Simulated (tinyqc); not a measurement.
Inside a calculation. Method: MP2 on RHF in the sto-3g basis, for H2O, spin multiplicity 1. Computed by tinyqc, a small Python program that keeps every step (integrals from PySCF). Settings: charge = 0, multiplicity = 1, basis = sto-3g, method = RHF, energy threshold = 1e-10, iteration cap = 73, orthogonalisation = symmetric, start = core, DIIS depth = 6. Command: `OMP_NUM_THREADS=1 python tinyqc.py 24990 24991 out.jsonl` (the two numbers bound the seeds that draw the settings). One thread of a shared host (Intel(R) Xeon(R) Processor @ 2.60GHz), about 0.2 s of CPU time with the checks. The early iterations of the SCF are left out here.

## One-electron integrals

Geometry (angstrom):
```
atom,x,y,z
O,0.000000,0.000000,0.000000
H,0.000000,0.742000,0.676000
H,0.000000,-0.742000,0.676000
```

Basis sto-3g: exponents (1/bohr^2) and contraction coefficients of normalised primitives:
```
element,l (shell),exponent,coefficient
O,s (1),130.709320,0.154329
O,s (1),23.808861,0.535328
O,s (1),6.443608,0.444635
O,s (2),5.033151,-0.099967
O,s (2),1.169596,0.399513
O,s (2),0.380389,0.700115
O,p (3),5.033151,0.155916
O,p (3),1.169596,0.607684
O,p (3),0.380389,0.391957
H,s (1),3.425251,0.154329
H,s (1),0.623914,0.535328
H,s (1),0.168855,0.444635
```

Overlap, kinetic and nuclear-attraction integrals over the contracted functions; the nuclear repulsion is the sum of Za Zb / Rab.

nuclear repulsion = 8.79168320 hartree

overlap S, lower triangle:
```
,1O 1s,1O 2s,1O 2px,1O 2py,1O 2pz,2H 1s,3H 1s
1O 1s,1.000000
1O 2s,0.236704,1.000000
1O 2px,0.000000,0.000000,1.000000
1O 2py,0.000000,0.000000,0.000000,1.000000
1O 2pz,0.000000,0.000000,0.000000,0.000000,1.000000
2H 1s,0.048316,0.444757,0.000000,0.278561,0.253783,1.000000
3H 1s,0.048316,0.444757,0.000000,-0.278561,0.253783,0.262722,1.000000
```

kinetic energy T (hartree), lower triangle:
```
,1O 1s,1O 2s,1O 2px,1O 2py,1O 2pz,2H 1s,3H 1s
1O 1s,29.003200
1O 2s,-0.168011,0.808128
1O 2px,0.000000,0.000000,2.528731
1O 2py,0.000000,0.000000,0.000000,2.528731
1O 2pz,0.000000,0.000000,0.000000,0.000000,2.528731
2H 1s,-0.005312,0.107394,0.000000,0.184579,0.168161,0.760032
3H 1s,-0.005312,0.107394,0.000000,-0.184579,0.168161,0.011039,0.760032
```

nuclear attraction V (hartree), lower triangle:
```
,1O 1s,1O 2s,1O 2px,1O 2py,1O 2pz,2H 1s,3H 1s
1O 1s,-61.672842
1O 2s,-7.432657,-10.095931
1O 2px,0.000000,0.000000,-9.947852
1O 2py,0.000000,0.000000,0.000000,-10.070438
1O 2pz,-0.019014,-0.227149,0.000000,0.000000,-10.049600
2H 1s,-1.558756,-3.566493,0.000000,-1.975878,-1.876748,-5.671492
3H 1s,-1.558756,-3.566493,0.000000,1.975878,-1.876748,-1.615437,-5.671492
```

core Hamiltonian H = T + V (hartree), lower triangle:
```
,1O 1s,1O 2s,1O 2px,1O 2py,1O 2pz,2H 1s,3H 1s
1O 1s,-32.669642
1O 2s,-7.600668,-9.287803
1O 2px,0.000000,0.000000,-7.419121
1O 2py,0.000000,0.000000,0.000000,-7.541706
1O 2pz,-0.019014,-0.227149,0.000000,0.000000,-7.520869
2H 1s,-1.564069,-3.459099,0.000000,-1.791300,-1.708587,-4.911460
3H 1s,-1.564069,-3.459099,0.000000,1.791300,-1.708587,-1.604399,-4.911460
```

## Two-electron integrals

Functions are numbered as in S; the eight-fold symmetry (ij|kl) = (ji|kl) = (kl|ij) leaves the list below.

Two-electron integrals (ij|kl) in chemists' order, unique and non-zero (hartree):
```
i,j,k,l,(ij|kl)
1,1,1,1,4.785065
2,1,1,1,0.741380
2,1,2,1,0.136873
2,2,1,1,1.118947
2,2,2,1,0.256633
2,2,2,2,0.817206
3,1,3,1,0.024477
3,2,3,1,0.037809
3,2,3,2,0.180518
3,3,1,1,1.115814
3,3,2,1,0.256684
3,3,2,2,0.817023
3,3,3,3,0.880159
4,1,4,1,0.024477
4,2,4,1,0.037809
4,2,4,2,0.180518
4,3,4,3,0.047444
4,4,1,1,1.115814
4,4,2,1,0.256684
4,4,2,2,0.817023
4,4,3,3,0.785270
4,4,4,4,0.880159
5,1,5,1,0.024477
5,2,5,1,0.037809
5,2,5,2,0.180518
5,3,5,3,0.047444
5,4,5,4,0.047444
5,5,1,1,1.115814
5,5,2,1,0.256684
5,5,2,2,0.817023
5,5,3,3,0.785270
5,5,4,4,0.785270
5,5,5,5,0.880159
6,1,1,1,0.153569
6,1,2,1,0.028111
6,1,2,2,0.052366
6,1,3,3,0.052265
6,1,4,1,0.000959
6,1,4,2,0.001795
6,1,4,4,0.052434
6,1,5,1,0.000874
6,1,5,2,0.001635
6,1,5,4,0.000154
6,1,5,5,0.052405
6,1,6,1,0.005849
6,2,1,1,0.372217
6,2,2,1,0.086433
6,2,2,2,0.304571
6,2,3,3,0.299408
6,2,4,1,0.004795
6,2,4,2,0.036575
6,2,4,4,0.307713
6,2,5,1,0.004369
6,2,5,2,0.033322
6,2,5,4,0.007567
6,2,5,5,0.306302
6,2,6,1,0.018096
6,2,6,2,0.140338
6,3,3,1,0.009060
6,3,3,2,0.052684
6,3,4,3,0.007606
6,3,5,3,0.006930
6,3,6,3,0.020040
6,4,1,1,0.197715
6,4,2,1,0.046507
6,4,2,2,0.174997
6,4,3,3,0.167049
6,4,4,1,0.011322
6,4,4,2,0.072593
6,4,4,4,0.186870
6,4,5,1,0.002061
6,4,5,2,0.018138
6,4,5,4,0.011128
6,4,5,5,0.170874
6,4,6,1,0.010169
6,4,6,2,0.097943
6,4,6,4,0.087611
6,5,1,1,0.180128
6,5,2,1,0.042370
6,5,2,2,0.159431
6,5,3,3,0.152191
6,5,4,1,0.002061
6,5,4,2,0.018138
6,5,4,4,0.156389
6,5,5,1,0.010938
6,5,5,2,0.069209
6,5,5,4,0.011431
6,5,5,5,0.169535
6,5,6,1,0.009264
6,5,6,2,0.089231
6,5,6,4,0.061561
6,5,6,5,0.076125
6,6,1,1,0.510631
6,6,2,1,0.120503
6,6,2,2,0.486812
6,6,3,3,0.467106
6,6,4,1,0.008691
6,6,4,2,0.091260
6,6,4,4,0.499079
6,6,5,1,0.007918
6,6,5,2,0.083143
6,6,5,4,0.029130
6,6,5,5,0.493644
6,6,6,1,0.025457
6,6,6,2,0.281849
6,6,6,4,0.224577
6,6,6,5,0.204602
6,6,6,6,0.774606
7,1,1,1,0.153569
7,1,2,1,0.028111
7,1,2,2,0.052366
7,1,3,3,0.052265
7,1,4,1,-0.000959
7,1,4,2,-0.001795
7,1,4,4,0.052434
7,1,5,1,0.000874
7,1,5,2,0.001635
7,1,5,4,-0.000154
7,1,5,5,0.052405
7,1,6,1,0.005769
7,1,6,2,0.017591
7,1,6,4,0.009023
7,1,6,5,0.009012
7,1,6,6,0.024501
7,1,7,1,0.005849
7,2,1,1,0.372217
7,2,2,1,0.086433
7,2,2,2,0.304571
7,2,3,3,0.299408
7,2,4,1,-0.004795
7,2,4,2,-0.036575
7,2,4,4,0.307713
7,2,5,1,0.004369
7,2,5,2,0.033322
7,2,5,4,-0.007567
7,2,5,5,0.306302
7,2,6,1,0.017591
7,2,6,2,0.116226
7,2,6,4,0.055600
7,2,6,5,0.072028
7,2,6,6,0.194366
7,2,7,1,0.018096
7,2,7,2,0.140338
7,3,3,1,0.009060
7,3,3,2,0.052684
7,3,4,3,-0.007606
7,3,5,3,0.006930
7,3,6,3,0.016131
7,3,7,3,0.020040
7,4,1,1,-0.197715
7,4,2,1,-0.046507
7,4,2,2,-0.174997
7,4,3,3,-0.167049
7,4,4,1,0.011322
7,4,4,2,0.072593
7,4,4,4,-0.186870
7,4,5,1,-0.002061
7,4,5,2,-0.018138
7,4,5,4,0.011128
7,4,5,5,-0.170874
7,4,6,1,-0.009023
7,4,6,2,-0.055600
7,4,6,4,-0.010868
7,4,6,5,-0.033664
7,4,6,6,-0.081598
7,4,7,1,-0.010169
7,4,7,2,-0.097943
7,4,7,4,0.087611
7,5,1,1,0.180128
7,5,2,1,0.042370
7,5,2,2,0.159431
7,5,3,3,0.152191
7,5,4,1,-0.002061
7,5,4,2,-0.018138
7,5,4,4,0.156389
7,5,5,1,0.010938
7,5,5,2,0.069209
7,5,5,4,-0.011431
7,5,5,5,0.169535
7,5,6,1,0.009012
7,5,6,2,0.072028
7,5,6,4,0.033664
7,5,6,5,0.060095
7,5,6,6,0.132329
7,5,7,1,0.009264
7,5,7,2,0.089231
7,5,7,4,-0.061561
7,5,7,5,0.076125
7,6,1,1,0.158495
7,6,2,1,0.037178
7,6,2,2,0.143033
7,6,3,3,0.139401
7,6,4,4,0.141832
7,6,5,1,0.002892
7,6,5,2,0.026569
7,6,5,5,0.147709
7,6,6,1,0.007724
7,6,6,2,0.066804
7,6,6,4,0.040105
7,6,6,5,0.047741
7,6,6,6,0.141513
7,6,7,1,0.007724
7,6,7,2,0.066804
7,6,7,4,-0.040105
7,6,7,5,0.047741
7,6,7,6,0.039316
7,7,1,1,0.510631
7,7,2,1,0.120503
7,7,2,2,0.486812
7,7,3,3,0.467106
7,7,4,1,-0.008691
7,7,4,2,-0.091260
7,7,4,4,0.499079
7,7,5,1,0.007918
7,7,5,2,0.083143
7,7,5,4,-0.029130
7,7,5,5,0.493644
7,7,6,1,0.024501
7,7,6,2,0.194366
7,7,6,4,0.081598
7,7,6,5,0.132329
7,7,6,6,0.349145
7,7,7,1,0.025457
7,7,7,2,0.281849
7,7,7,4,-0.224577
7,7,7,5,0.204602
7,7,7,6,0.141513
7,7,7,7,0.774606
```

## Orthogonalisation

S = U s U^T; symmetric (Loewdin) form X = U s^(-1/2) U^T, so that X^T S X = 1.

eigenvalues of S: 0.373041  0.453370  0.878907  1.000000  1.104946  1.283908  1.905828

X, lower triangle:
```
,1O 1s,1O 2s,1O 2px,1O 2py,1O 2pz,2H 1s,3H 1s
1O 1s,1.023982
1O 2s,-0.140765,1.209987
1O 2px,0.000000,0.000000,1.000000
1O 2py,0.000000,0.000000,0.000000,1.088536
1O 2pz,-0.010052,0.105045,0.000000,0.000000,1.058676
2H 1s,0.020691,-0.265165,0.000000,-0.202119,-0.148631,1.183075
3H 1s,0.020691,-0.265165,0.000000,0.202119,-0.148631,-0.096087,1.183075
```

## Iteration 8 (converged): orbitals

converged F (hartree), lower triangle:
```
,1O 1s,1O 2s,1O 2px,1O 2py,1O 2pz,2H 1s,3H 1s
1O 1s,-20.249821
1O 2s,-5.164626,-2.438898
1O 2px,0.000000,0.000000,-0.394803
1O 2py,0.000000,0.000000,0.000000,-0.282740
1O 2pz,-0.028421,-0.116686,0.000000,0.000000,-0.330896
2H 1s,-1.071773,-0.950358,0.000000,-0.364327,-0.384825,-0.528115
3H 1s,-1.071773,-0.950358,0.000000,0.364327,-0.384825,-0.381186,-0.528115
```

Diagonalise F' = X^T F X, C = X C', fill 5 alpha and 5 beta electrons from the bottom; D = 2 C_occ C_occ^T. Each column has its largest component positive (the first on a tie).

F' = X^T F X (hartree), lower triangle:
```
,1,2,3,4,5,6,7
1,-19.872170
2,-2.690729,-1.270458
3,0.000000,0.000000,-0.394803
4,0.000000,0.000000,0.000000,-0.026398
5,-0.057742,0.117858,0.000000,0.000000,-0.159282
6,-0.153518,-0.471867,0.000000,-0.436867,-0.344928,0.003607
7,-0.153518,-0.471867,0.000000,0.436867,-0.344928,-0.109655,0.003607
```

orbital energies (hartree): MO1 -20.258408, MO2 -1.255498, MO3 -0.578325, MO4 -0.468616, MO5 -0.394803, MO6 0.574564, MO7 0.665188

coefficients C:
```
,MO1,MO2,MO3,MO4,MO5,MO6,MO7
1O 1s,0.994261,-0.234024,0.000000,0.105738,0.000000,-0.121689,0.000000
1O 2s,0.025508,0.848574,0.000000,-0.544693,0.000000,0.786210,0.000000
1O 2px,0.000000,0.000000,0.000000,0.000000,1.000000,0.000000,0.000000
1O 2py,0.000000,0.000000,0.621354,0.000000,0.000000,0.000000,0.938368
1O 2pz,0.004138,0.121939,0.000000,0.738312,0.000000,0.784935,0.000000
2H 1s,-0.005384,0.153926,0.451864,0.305066,0.000000,-0.752872,-0.809197
3H 1s,-0.005384,0.153926,-0.451864,0.305066,0.000000,-0.752872,0.809197
```

D after iteration 8, lower triangle:
```
,1O 1s,1O 2s,1O 2px,1O 2py,1O 2pz,2H 1s,3H 1s
1O 1s,2.109004
1O 2s,-0.461639,2.034836
1O 2px,0.000000,0.000000,2.000000
1O 2py,0.000000,0.000000,0.000000,0.772161
1O 2pz,0.107290,-0.597146,0.000000,0.000000,1.119980
2H 1s,-0.018237,-0.071375,0.000000,0.561535,0.487962,0.641937
3H 1s,-0.018237,-0.071375,0.000000,-0.561535,0.487962,-0.174788,0.641937
```

## Convergence

Stop when the energy changes by less than 1e-10 hartree and every element of the error matrix X^T (F D S - S D F) X is below 3e-06.

Course of the cycle:
```
iteration,E (hartree),change,largest element of the error matrix
1,-73.23875899,-,6.20e-01
2,-74.91323566,-1.67e+00,1.76e-01
3,-74.96293585,-4.97e-02,3.65e-02
4,-74.96453589,-1.60e-03,4.76e-03
5,-74.96459793,-6.20e-05,1.48e-03
6,-74.96460459,-6.66e-06,1.52e-04
7,-74.96460465,-5.64e-08,6.47e-08
8,-74.96460465,-2.84e-14,8.88e-10
```

PySCF RHF in the same basis = -74.96460465 hartree

Converged in 8 iterations.

## Integrals over molecular orbitals

(pq|rs) = sum C_ip C_jq C_kr C_ls (ij|kl), one index at a time.

one-electron integrals over orbitals h = C^T H C (hartree), lower triangle:
```
,1,2,3,4,5,6,7
1,-32.652451
2,0.558268,-7.635075
3,0.000000,0.000000,-6.273938
4,-0.240968,0.483355,0.000000,-6.820053
5,0.000000,0.000000,0.000000,0.000000,-7.419121
6,0.278008,-1.331552,0.000000,-1.187946,0.000000,-5.411946
7,0.000000,0.000000,-1.696573,0.000000,0.000000,0.000000,-5.530946
```

Two-electron integrals over orbitals (pq|rs), unique and non-zero (hartree):
```
p,q,r,s,(pq|rs)
1,1,1,1,4.745428
2,1,1,1,-0.418911
2,1,2,1,0.058730
2,2,1,1,1.006920
2,2,2,1,-0.013371
2,2,2,2,0.727486
3,1,3,1,0.011278
3,2,3,1,0.017805
3,2,3,2,0.139483
3,3,1,1,0.796463
3,3,2,1,-0.004564
3,3,2,2,0.640515
3,3,3,3,0.624689
4,1,1,1,0.188085
4,1,2,1,-0.023554
4,1,2,2,0.015550
4,1,3,3,0.006506
4,1,4,1,0.026837
4,2,1,1,-0.143136
4,2,2,1,0.009264
4,2,2,2,-0.004398
4,2,3,3,0.004898
4,2,4,1,0.017310
4,2,4,2,0.125500
4,3,3,1,-0.003689
4,3,3,2,0.020652
4,3,4,3,0.051005
4,4,1,1,0.967008
4,4,2,1,-0.012802
4,4,2,2,0.664979
4,4,3,3,0.588987
4,4,4,1,-0.009917
4,4,4,2,-0.100258
4,4,4,4,0.745090
5,1,5,1,0.026012
5,2,5,1,0.032578
5,2,5,2,0.145471
5,3,5,3,0.028456
5,4,5,1,-0.013705
5,4,5,2,-0.048629
5,4,5,4,0.054466
5,5,1,1,1.115345
5,5,2,1,-0.011782
5,5,2,2,0.748224
5,5,3,3,0.624608
5,5,4,1,0.005278
5,5,4,2,-0.076877
5,5,4,4,0.711104
5,5,5,5,0.880159
6,1,1,1,-0.218411
6,1,2,1,0.033236
6,1,2,2,0.000053
6,1,3,3,0.000770
6,1,4,1,0.000571
6,1,4,2,0.021072
6,1,4,4,-0.018736
6,1,5,5,-0.005744
6,1,6,1,0.029956
6,2,1,1,0.294594
6,2,2,1,-0.006028
6,2,2,2,0.141593
6,2,3,3,0.077398
6,2,4,1,0.018869
6,2,4,2,0.022555
6,2,4,4,0.074155
6,2,5,5,0.152910
6,2,6,1,0.009328
6,2,6,2,0.101351
6,3,3,1,0.003430
6,3,3,2,-0.032497
6,3,4,3,-0.029788
6,3,6,3,0.066050
6,4,1,1,0.243186
6,4,2,1,-0.003030
6,4,2,2,0.104371
6,4,3,3,0.047428
6,4,4,1,0.000461
6,4,4,2,-0.047702
6,4,4,4,0.129651
6,4,5,5,0.131277
6,4,6,1,-0.002248
6,4,6,2,0.058585
6,4,6,4,0.083868
6,5,5,1,0.014420
6,5,5,2,0.055119
6,5,5,4,0.000891
6,5,6,5,0.037148
6,6,1,1,0.815588
6,6,2,1,-0.007270
6,6,2,2,0.617583
6,6,3,3,0.570084
6,6,4,1,0.020135
6,6,4,2,0.052300
6,6,4,4,0.554873
6,6,5,5,0.594314
6,6,6,1,0.009440
6,6,6,2,0.101071
6,6,6,4,0.048528
6,6,6,6,0.602157
7,1,3,1,0.014888
7,1,3,2,0.022120
7,1,4,3,-0.005001
7,1,6,3,0.003974
7,1,7,1,0.019697
7,2,3,1,0.014074
7,2,3,2,0.042875
7,2,4,3,-0.036063
7,2,6,3,0.034563
7,2,7,1,0.017683
7,2,7,2,0.062917
7,3,1,1,0.361615
7,3,2,1,-0.007347
7,3,2,2,0.140761
7,3,3,3,0.089534
7,3,4,1,-0.000676
7,3,4,2,-0.082763
7,3,4,4,0.147978
7,3,5,5,0.191889
7,3,6,1,-0.006837
7,3,6,2,0.073124
7,3,6,4,0.090959
7,3,6,6,0.040879
7,3,7,3,0.157642
7,4,3,1,-0.009681
7,4,3,2,-0.078870
7,4,4,3,-0.003922
7,4,6,3,0.046224
7,4,7,1,-0.012635
7,4,7,2,-0.015358
7,4,7,4,0.072854
7,5,5,3,0.023606
7,5,7,5,0.023793
7,6,3,1,0.008354
7,6,3,2,0.091097
7,6,4,3,0.052248
7,6,6,3,-0.058319
7,6,7,1,0.010550
7,6,7,2,-0.011217
7,6,7,4,-0.059998
7,6,7,6,0.110258
7,7,1,1,0.842800
7,7,2,1,-0.008681
7,7,2,2,0.615829
7,7,3,3,0.602195
7,7,4,1,0.004371
7,7,4,2,-0.011630
7,7,4,4,0.592455
7,7,5,5,0.613240
7,7,6,1,-0.003938
7,7,6,2,0.064688
7,7,6,4,0.041990
7,7,6,6,0.565470
7,7,7,3,0.084254
7,7,7,7,0.607895
```

## Second-order Moller-Plesset energy

Hartree-Fock energy = -74.96460465 hartree

E2 = sum_ijab (ia|jb) [2 (ia|jb) - (ib|ja)] / (e_i + e_j - e_a - e_b) over occupied i, j and virtual a, b; the opposite-spin part is (ia|jb)^2 / denominator, the rest is same-spin, and SCS-MP2 scales them by 6/5 and 1/3.

Terms:
```
i,j,a,b,(ia|jb),(ib|ja),denominator,term
3,3,7,7,0.157642,0.157642,-2.487026,-0.009992
4,3,6,7,0.090959,0.046224,-2.286693,-0.005398
3,4,7,6,0.090959,0.046224,-2.286693,-0.005398
4,4,6,6,0.083868,0.083868,-2.086359,-0.003371
2,2,6,6,0.101351,0.101351,-3.660124,-0.002806
3,2,7,6,0.073124,0.034563,-3.073575,-0.002657
2,3,6,7,0.073124,0.034563,-3.073575,-0.002657
4,4,7,7,0.072854,0.072854,-2.267608,-0.002341
3,3,6,6,0.066050,0.066050,-2.305777,-0.001892
4,2,6,6,0.058585,0.058585,-2.873241,-0.001195
2,4,6,6,0.058585,0.058585,-2.873241,-0.001195
2,2,7,7,0.062917,0.062917,-3.841373,-0.001031
5,5,6,6,0.037148,0.037148,-1.938734,-0.000712
5,5,7,7,0.023793,0.023793,-2.119983,-0.000267
2,4,7,7,-0.015358,-0.015358,-3.054490,-0.000077
4,2,7,7,-0.015358,-0.015358,-3.054490,-0.000077
3,2,6,7,0.034563,0.073124,-3.073575,0.000045
2,3,7,6,0.034563,0.073124,-3.073575,0.000045
3,4,6,7,0.046224,0.090959,-2.286693,-0.000030
4,3,7,6,0.046224,0.090959,-2.286693,-0.000030
1,1,6,6,0.029956,0.029956,-41.665945,-0.000022
2,1,7,7,0.017683,0.017683,-22.844283,-0.000014
1,2,7,7,0.017683,0.017683,-22.844283,-0.000014
1,1,7,7,0.019697,0.019697,-41.847193,-0.000009
1,4,7,7,-0.012635,-0.012635,-22.057401,-0.000007
4,1,7,7,-0.012635,-0.012635,-22.057401,-0.000007
3,1,7,6,-0.006837,0.003974,-22.076485,-0.000005
1,3,6,7,-0.006837,0.003974,-22.076485,-0.000005
1,2,6,6,0.009328,0.009328,-22.663034,-3.84e-06
2,1,6,6,0.009328,0.009328,-22.663034,-3.84e-06
3,1,6,7,0.003974,-0.006837,-22.076485,-2.66e-06
1,3,7,6,0.003974,-0.006837,-22.076485,-2.66e-06
4,1,6,6,-0.002248,-0.002248,-21.876152,-2.31e-07
1,4,6,6,-0.002248,-0.002248,-21.876152,-2.31e-07
```

Pair energies (hartree; pair i-j sums ij and ji):
```
pair,opposite spin,same spin
1-1,-0.000031,0.000000
2-1,-0.000035,0.000000
2-2,-0.003837,0.000000
3-1,-0.000006,-0.000011
3-2,-0.004257,-0.000968
3-3,-0.011884,0.000000
4-1,-0.000015,0.000000
4-2,-0.002544,0.000000
4-3,-0.009105,-0.001750
4-4,-0.005712,0.000000
5-5,-0.000979,0.000000
```

MP2 correlation energy = -0.04113228 hartree

SCS-MP2 correlation energy = -0.04699406 hartree

MP2 total energy = -75.00573692 hartree
